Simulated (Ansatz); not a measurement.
# BNH2F (SMILES N[B]F): methods side by side

The species is BNH2F (5 atoms), meant as a doublet with charge 0. As SMILES, `N[B]F`. The coordinates come from a PBE0-D4/def2-TZVP relaxation. This is one conformer, not always the lowest.

```xyz
5

N    -0.3152    0.2846   -0.2983
B     0.2568   -0.9047    0.1193
F     1.1865   -0.9571    1.0606
H    -1.0196    0.3220   -1.0120
H    -0.0585    1.1817    0.0889
```

Each level gives the energy change with the N1–H4 bond stretched from 1.003 to 2.509 Å (eV). The values are calculated.

```json
{"level": "UHF/STO-3G", "kind": "Hartree–Fock", "program": "Ansatz", "value (eV)": "5.24", "less FCI/STO-3G": "+0.54", "CPU time (all runs)": "0.46 s"}
{"level": "U-revPBE/STO-3G", "kind": "GGA", "program": "Ansatz", "value (eV)": "4.87", "less FCI/STO-3G": "+0.17", "CPU time (all runs)": "3.1 s"}
{"level": "UPBE/STO-3G", "kind": "GGA", "program": "Ansatz", "value (eV)": "4.94", "less FCI/STO-3G": "+0.24", "CPU time (all runs)": "3 s"}
{"level": "U-r2SCAN/STO-3G", "kind": "meta-GGA", "program": "Ansatz", "value (eV)": "5.36", "less FCI/STO-3G": "+0.66", "CPU time (all runs)": "8.5 s"}
{"level": "U-r2SCAN0/STO-3G", "kind": "hybrid meta-GGA", "program": "Ansatz", "value (eV)": "5.76", "less FCI/STO-3G": "+1.06", "CPU time (all runs)": "13 s"}
{"level": "UB3LYP/STO-3G", "kind": "global hybrid", "program": "Ansatz", "value (eV)": "5.33", "less FCI/STO-3G": "+0.63", "CPU time (all runs)": "3.2 s"}
{"level": "UBCCD(T)/STO-3G", "kind": "coupled cluster or CI", "program": "Ansatz", "value (eV)": "4.82", "less FCI/STO-3G": "+0.12", "CPU time (all runs)": "1.1 s"}
{"level": "UCCSDT/STO-3G", "kind": "coupled cluster or CI", "program": "Ansatz", "value (eV)": "4.72", "less FCI/STO-3G": "+0.02", "CPU time (all runs)": "2.9 s"}
{"level": "FCI/STO-3G", "kind": "exact in the basis", "program": "Ansatz", "value (eV)": "4.70", "less FCI/STO-3G": "0.00", "CPU time (all runs)": "2.7 min"}
```

FCI/STO-3G is exact within its basis and frozen core, so for wave-function methods in that basis the difference is their error; functionals converge differently with the basis, so for them it is only a difference. The first shape isn't each level's own minimum. The values span 4.70 to 5.76 eV. Spin contamination of the reference (⟨S²⟩ at least 0.1 too high) touches UHF/STO-3G, U-revPBE/STO-3G, UPBE/STO-3G, U-r2SCAN/STO-3G, U-r2SCAN0/STO-3G, UB3LYP/STO-3G, UBCCD(T)/STO-3G, UCCSDT/STO-3G. All rows use very small basis sets, so even the best lies far from the true value. Times are those of the runs behind each value, whatever else they computed, on shared processors of several kinds: orders of magnitude only.
